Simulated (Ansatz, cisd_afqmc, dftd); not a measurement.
System: C3H4, charge 0, singlet. C3H4 (SMILES C(=C)=C).
B3LYP-D3(BJ)/def2-TZVP minimum from Ansatz (a program for electronic structure):
```xyz
7

C      0.0000     0.0000     0.0000
C     -0.0052     0.0000     1.3001
C      0.0052     0.0000    -1.3001
H     -0.0108     0.9262     1.8632
H     -0.0040    -0.9263     1.8631
H      0.9337     0.0035    -1.8595
H     -0.9188    -0.0034    -1.8668
```

Wanted: atomisation energy (electronic, to ground-state atoms), in kJ/mol. UHF or UKS for unpaired electrons; spin-orbit terms are left out. Cores are frozen in correlated methods. Rows without X2C or -DK are non-relativistic. AFQMC is phaseless with a CISD trial state; ± is one standard error, without the phaseless bias. Outlying blocks are dropped, and bars are widened where a walk drifts. Over all cases where full CI ran beside it in this data, AFQMC minus full CI had a median of +0.1 mEh and passed +0.4 mEh in a tenth of the cases. CBS(X,Y): correlation extrapolated as X^-3, Hartree-Fock from the larger set (Q,5: extrapolated as (X+1)exp(-9√X)). A bracket is a step between two methods taken in the basis named. Functionals run without relativity, which enters their misses. Double hybrids freeze cores in their MP2 part. 'core' is core correlation in cc-pwCVTZ, 'X2C' scalar relativity in cc-pVTZ-DK, both at CCSD(T). For partners of very few electrons the exact lower level stands in for a higher one.

| level | program | atomisation energy (kJ/mol) | difference against the last row |
|---|---|---|---|
| HF/cc-pVTZ | Ansatz | 2184.2 | -760.9 |
| r2SCAN-D3(BJ)/def2-TZVPD | Ansatz + dftd3 | 2957.1 | 12.0 |
| B3LYP/def2-TZVPD | Ansatz | 2944.2 | -0.9 |
| r2SCANh-D4/def2-TZVPD | Ansatz + dftd4 | 2937.3 | -7.8 |
| wB97X-V/def2-TZVPD | Ansatz | 2933.0 | -12.1 |
| B2PLYP/def2-TZVPD | Ansatz | 2919.2 | -25.9 |
| MP2/cc-pV5Z | Ansatz | 2965.1 | 20.0 |
| CCSD/cc-pVDZ | Ansatz | 2684.6 | -260.5 |
| CCSD/cc-pVTZ | Ansatz | 2819.3 | -125.8 |
| CCSD(T)/cc-pVDZ | Ansatz | 2719.5 | -225.6 |
| CCSD(T)/cc-pV5Z | Ansatz | 2918.6 | -26.5 |
| CCSDT(Q)/cc-pVDZ | Ansatz | 2722.1 | -223.0 |
| AFQMC/CISD/cc-pVTZ | cisd_afqmc | 2866.4 ± 1.1 | -78.7 |
| CCSD(T)/CBS(cc-pVQZ,cc-pV5Z) + [AFQMC/CISD - CCSD(T)]/cc-pVTZ + core + X2C | Ansatz + cisd_afqmc | 2942.7 ± 1.1 | -2.4 |
| CCSD(T)/CBS(cc-pVQZ,cc-pV5Z) + [CCSDT(Q) - CCSD(T)]/cc-pVDZ + core + X2C | Ansatz | 2945.1 | 0.0 |
